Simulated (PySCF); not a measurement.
C₂F₃N.
Atom-mapped SMILES: `[C-:1]#[N+:2][C:3]([F:4])([F:5])[F:6]`

The calculation used core-valence-separated Tamm–Dancoff BHandHLYP/aug-pcX-1 in PySCF, non-relativistic, gas phase, PBE0-D3(BJ)/def2-SVP geometry. The energies are unshifted.

Problem. What does the F 1s absorption edge look like?

Solution. 
```csv
E (eV),f,core hole on,main final orbital
686.86,0.0929,F4/F5/F6,"spread (3 roots, f summed)"
688.15,0.0134,F4/F5/F6,"LUMO/LUMO+1 (3 roots, f summed)"
688.54,0.0051,F4/F5/F6,"LUMO+2 (3 roots, f summed)"
689.67,0.0412,F4/F5/F6,"spread (3 roots, f summed)"
689.79,0.0119,F4/F5/F6,"LUMO+4/LUMO+5 (3 roots, f summed)"
```

The first line with a tenth or more of the strongest one's intensity is at 686.86 eV (f = 0.093, sum of 3), with the hole on F4/F5/F6 (fluorine of a CF3 group). It is also the strongest listed.

Problem. Give energies, oscillator strengths and core holes at the N K edge.

Solution. 
| E (eV) | f | core hole on | main final orbital | polarisation |
| --- | --- | --- | --- | --- |
| 398.61 | 0.0799 | N2 | LUMO/LUMO+1 (2 roots, f summed) | across the triple bond |
| 402.57 | 0.0077 | N2 | LUMO+2 (33 %) | along the triple bond |
| 403.69 | 0.0100 | N2 | LUMO+2 (59 %) | along the triple bond |
| 403.90 | 0.0063 | N2 | LUMO+4/LUMO+5 (2 roots, f summed) | across the triple bond |
| 404.55 | 0.0049 | N2 | LUMO+3 (71 %) | along the triple bond |

The first line with a tenth or more of the strongest one's intensity is at 398.61 eV (f = 0.080, sum of 2), with the hole on N2 (isocyanide nitrogen), polarised across the triple bond: a 1s→π* resonance. It is also the strongest listed.

Problem. Give energies, oscillator strengths and core holes at the C K edge.

Solution. 
```
E (eV)       f  core hole on                 main final orbital            polarisation
283.15  0.1716            C1    LUMO/LUMO+1 (2 roots, f summed)  across the triple bond
288.99  0.0001            C1                      LUMO+3 (48 %)                       –
289.92  0.0094            C1  LUMO+4/LUMO+5 (2 roots, f summed)  across the triple bond
290.05  0.0024            C1                      LUMO+3 (38 %)   along the triple bond
290.86  0.0067            C1                      LUMO+6 (62 %)   along the triple bond
291.43  0.0064            C1  LUMO+7/LUMO+8 (2 roots, f summed)  across the triple bond
291.92  0.0240            C1                     LUMO+14 (60 %)   along the triple bond
```

The first line with a tenth or more of the strongest one's intensity is at 283.15 eV (f = 0.172, sum of 2), with the hole on C1 (isocyanide carbon), polarised across the triple bond: a 1s→π* resonance. It is also the strongest listed.

Roots within 0.03 eV whose holes lie on the same, on equivalent or on shared atoms are summed into one line, and the highest roots are left out, as the search may have cut off their partners. Final orbitals are the ground state's empty Kohn–Sham orbitals. A dash: too weak, shared between unlike atoms, or no plane or axis to refer to.

Problem. What is the summed oscillator strength of the listed F K lines, and their intensity-weighted mean energy?

Solution. Σf = 0.165 over 5 lines from 686.86 to 689.79 eV; the weighted mean is 687.93 eV. The strongest line holds 56 % of the sum.

The list ends where the root search ended, not at a threshold.

The run took 9.6 s wall on one thread, Arm Neoverse V1, on a shared host.
